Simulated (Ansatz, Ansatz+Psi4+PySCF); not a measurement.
```xyz
2

Be    0.0000    0.0000   -0.8209
O     0.0000    0.0000    0.4105
```

Basis set: cc-pVTZ (spherical functions). Correlated methods keep 1 orbital frozen. Charge 0, multiplicity 1.

Computed with Ansatz (development build ahead of 0.2.0); each method stands on the lowest determinant of its kind that the runs found. Restricted open shells among the atoms or ions are ROHF, correlated in semicanonical orbitals with singles.

The atomization energy at this shape (free ground-state atoms in the same class of orbitals less the molecule, no zero-point energy) of singlet BeO:

```csv
method,atomization energy
RHF-MP2,109.56 kcal/mol
```

Question: What does RHF give?

Answer: 38.09 kcal/mol. Caution: the shape is not the minimum.
